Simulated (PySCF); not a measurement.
Basis-set dependence of population analyses: `C=CC[NH+](C)C`

Compound: C5H12N (charge +1).
Z-matrix (Å and degrees, PBE0-D3(BJ)/def2-SVP geometry), rows numbered from 1:
```
C 
C   1  1.3323
C   2  1.4957  1  127.53
N   3  1.4964  2  113.87  1   -12.56
C   4  1.4865  3  111.93  2   159.56
C   4  1.4895  3  112.13  2   -74.12
H   1  1.0922  2  120.52  3  -177.64
H   1  1.0966  2  124.43  3     2.58
H   2  1.0950  1  119.25  3   177.53
H   3  1.1013  2  111.56  1  -133.80
H   3  1.1020  2  109.98  1   107.71
H   4  1.0281  3  106.13  2    42.83
H   5  1.0969  4  109.31  3   -59.70
H   5  1.0969  4  109.17  3   179.90
H   5  1.0974  4  108.69  3    60.21
H   6  1.0972  4  108.32  3   -69.07
H   6  1.0969  4  109.14  3   171.41
H   6  1.0957  4  109.20  3    50.69
```

PBE0 throughout (PySCF), one geometry, spherical d and f functions. The structure is a single PBE0-D3(BJ)/def2-SVP conformer in the gas phase; no vibrational or solvent corrections. Atoms taken as equivalent share a column and are averaged. The first 7 of 11 kinds of atom are listed.

Mulliken charges (e):

```tsv
basis	functions	C1	C2	C3	N4	C5/C6	H7	H8
STO-3G	42	-0.157	-0.087	-0.067	-0.186	-0.150	+0.130	+0.079
6-31G	78	-0.355	-0.117	-0.233	-0.649	-0.361	+0.233	+0.159
6-31G*	108	-0.395	-0.124	-0.263	-0.518	-0.427	+0.245	+0.172
def2-SVP	144	-0.088	-0.134	+0.075	-0.279	-0.009	+0.118	+0.056
pcSseg-1	162	-0.169	-0.248	-0.024	-0.500	-0.136	+0.181	+0.124
6-311+G(2d,p)	234	-0.399	+0.116	-0.318	-0.120	-0.354	+0.170	+0.125
def2-TZVP	258	-0.296	-0.161	-0.135	-0.009	-0.340	+0.184	+0.134
```

IAO charges (e):

```
        basis  functions      C1      C2      C3      N4   C5/C6      H7      H8
       STO-3G         42  -0.247  -0.152  -0.170  -0.035  -0.298  +0.173  +0.124
        6-31G         78  -0.305  -0.156  -0.187  -0.053  -0.345  +0.199  +0.137
       6-31G*        108  -0.291  -0.155  -0.171  -0.044  -0.324  +0.193  +0.132
     def2-SVP        144  -0.288  -0.153  -0.164  -0.038  -0.311  +0.189  +0.129
     pcSseg-1        162  -0.295  -0.157  -0.168  -0.044  -0.318  +0.193  +0.134
6-311+G(2d,p)        234  -0.305  -0.160  -0.174  -0.041  -0.333  +0.197  +0.138
    def2-TZVP        258  -0.305  -0.160  -0.173  -0.043  -0.332  +0.197  +0.137
```

Hirshfeld charges (e):

| basis | functions | C1 | C2 | C3 | N4 | C5/C6 | H7 | H8 |
| --- | --- | --- | --- | --- | --- | --- | --- | --- |
| STO-3G | 42 | -0.038 | -0.028 | +0.077 | +0.121 | +0.052 | +0.057 | +0.032 |
| 6-31G | 78 | -0.072 | -0.031 | +0.026 | +0.097 | -0.011 | +0.082 | +0.052 |
| 6-31G* | 108 | -0.070 | -0.032 | +0.024 | +0.091 | -0.010 | +0.082 | +0.053 |
| def2-SVP | 144 | -0.071 | -0.029 | +0.017 | +0.099 | -0.021 | +0.081 | +0.052 |
| pcSseg-1 | 162 | -0.069 | -0.028 | +0.017 | +0.077 | -0.018 | +0.081 | +0.054 |
| 6-311+G(2d,p) | 234 | -0.069 | -0.032 | +0.012 | +0.055 | -0.016 | +0.083 | +0.056 |
| def2-TZVP | 258 | -0.071 | -0.031 | +0.011 | +0.063 | -0.021 | +0.084 | +0.056 |

Some averages cover members that differ in this geometry, most widely: C5/C6, Mulliken in 6-311+G(2d,p) -0.372 to -0.336 e.

Q: Which scheme is steadiest as the basis changes?

A: Largest range over the bases for any column: IAO 0.06 e, Hirshfeld 0.07 e, Mulliken 0.64 e. IAO charges move least and Mulliken charges most, counted in e. Without the minimal STO-3G basis the ranges are IAO 0.03, Hirshfeld 0.04, Mulliken 0.64 e.

Q: How much do the charges still move between the two largest bases, 6-311+G(2d,p) and def2-TZVP?

A: At most, over all atoms: Mulliken 0.277 e, IAO 0.001 e, Hirshfeld 0.007 e.

Q: What do the same runs give for the total energy and the frontier levels?

A: 
| basis | energy (Eh) | HOMO (eV) | LUMO (eV) |
| --- | --- | --- | --- |
| STO-3G | -248.9400 | -10.75 | -1.40 |
| 6-31G | -251.8643 | -11.96 | -3.90 |
| 6-31G* | -251.9239 | -11.93 | -3.92 |
| def2-SVP | -251.7473 | -12.10 | -4.18 |
| pcSseg-1 | -251.8935 | -12.13 | -4.29 |
| 6-311+G(2d,p) | -251.9983 | -12.09 | -4.42 |
| def2-TZVP | -252.0168 | -12.10 | -4.34 |
